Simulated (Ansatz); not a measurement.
What does this script print? It uses Ansatz 0.2.0, Python API.

Script `clh2ssi_relaxed_scan.py`:
```python
"""Relaxed scan of one distance in ClH2SSi."""

import ansatz as az
import numpy as np

BASIS_SET = "def2-SVP"
XC = "PBE0"

GEOMETRY = """
S    -1.10340   -0.34660    1.67520
Si    0.11510   -0.07640   -0.02310
Cl   -0.75620    1.24800   -1.35360
H     0.35850   -1.36440   -0.72120
H     1.43590    0.46570    0.38130
"""

system = az.Crystal.molecule()
for line in GEOMETRY.strip().splitlines():
    symbol, *xyz = line.split()
    system = system.atom(symbol, [float(v) for v in xyz])

job = (
    system.calculation()
    .basis(gaussian=BASIS_SET)
    .functional(XC)
    .spin("collinear", total=1)  # two spin channels
    .accuracy("medium")  # preset for grids and thresholds
)
symbols = [site.symbol for site in system.cartesian_sites]
pairs = [(0, 1), (1, 2), (1, 3), (1, 4)]
print("held (A)   E (eV)        ", "  ".join(f"{symbols[i]}{i}-{symbols[j]}{j}" for i, j in pairs))
for length in [1.37, 1.49, 1.6, 1.78, 2.0]:
    report = job.relax(constraints=[az.DistanceConstraint((1, 3), at=length)], force_tolerance=0.02, max_steps=60).run(threads=1, pin="off").report
    xyz = np.array(report["positions_ang"])
    print(f"{length:6.2f} {report['free_energy_ev']:14.5f}  ", "  ".join(f"{np.linalg.norm(xyz[i] - xyz[j]):.3f}" for i, j in pairs))
```

```console
$ python clh2ssi_relaxed_scan.py
held (A)   E (eV)         S0-Si1  Si1-Cl2  Si1-H3  Si1-H4
DeckWarning: relax.constraints: the input's atoms, or those drawn, lie off the distances that are held; a relaxation that starts there is brought onto them ahead of its first SCF, by positions alone, an atom by 5.76e-2 Å at the most. With the symmetry [...]
  1.37   -31247.75837   2.120  2.068  1.370  1.492
  1.49   -31247.91269   2.117  2.067  1.490  1.490
  1.60   -31247.82045   2.113  2.066  1.600  1.488
  1.78   -31247.41853   2.098  2.062  1.780  1.486
  2.00   -31246.79151   2.058  2.055  2.000  1.483
```
(Warnings from the package without file and line, shortened, repeats left out.)

Reading the output:
- The settings weren't tested for convergence.
- The energies are electronic: no zero-point or thermal terms, and the basis set is short of its limit.
- The run takes the species as open-shell (spin multiplicity 2), which needn't be its ground state.
- It ran for 120 s on 1 thread of Arm Neoverse V1, on a shared host, peak memory 0.25 GiB.
